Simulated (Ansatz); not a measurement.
# CClF3: the cost of one run

Method: the levels named in each step, in Ansatz 0.2.0.

## 1. The starting structure

Bond lengths: F1–C2 1.323 Å, C2–F3 1.322 Å, C2–F4 1.323 Å, C2–Cl5 1.775 Å. Angles: F1–C2–F3 108.2°, F1–C2–F4 108.2°, F1–C2–Cl5 110.7°, F3–C2–F4 108.2°, F3–C2–Cl5 110.7°, F4–C2–Cl5 110.7°.

Structure file:

```xyz
5

F    -0.8458   -0.6419   -1.0330
C    -0.3469   -0.0100    0.0163
F    -0.8493    1.2131    0.0395
F    -0.7455   -0.6418    1.1076
Cl    1.4254    0.0411   -0.0667
```

## 2. A rough first relaxation, PBE-D4/def2-SVP

This run stands in another session on the same molecule. It ended at:

```xyz
5

F    -0.8439   -0.6505   -1.0479
C    -0.3534   -0.0102    0.0165
F    -0.8474    1.2304    0.0395
F    -0.7423   -0.6503    1.1223
Cl    1.4249    0.0412   -0.0667
```

## 3. Relaxation, HF/STO-3G

input.yaml reads:

```yaml
crystal:
  periodic: [false, false, false]
  atoms:
    - { symbol: F, position_ang: [-0.84390591, -0.65048171, -1.04794719] }
    - { symbol: C, position_ang: [-0.35342147, -0.01021068, 0.01653457] }
    - { symbol: F, position_ang: [-0.84735944, 1.23041314, 0.03951461] }
    - { symbol: F, position_ang: [-0.74232576, -0.65025448, 1.12231348] }
    - { symbol: Cl, position_ang: [1.42485258, 0.04118373, -0.06669549] }
basis:
  gaussian: { orbitals: STO-3G }
hamiltonian:
  xc: hf
relax:
  f_tol: 0.002
  max_steps: 150
```

Started as:

```
$ ansatz run input.yaml --threads 2 --pin off --max-ram 5120MiB --backend cpu --events-out ev --progress --plain --runs-dir out
```

Q: Estimate wall time and peak memory on 2 threads of Intel Xeon Platinum 8488C (Sapphire Rapids), shared host.

About 1.7 s, with a peak of 0.1 GiB.
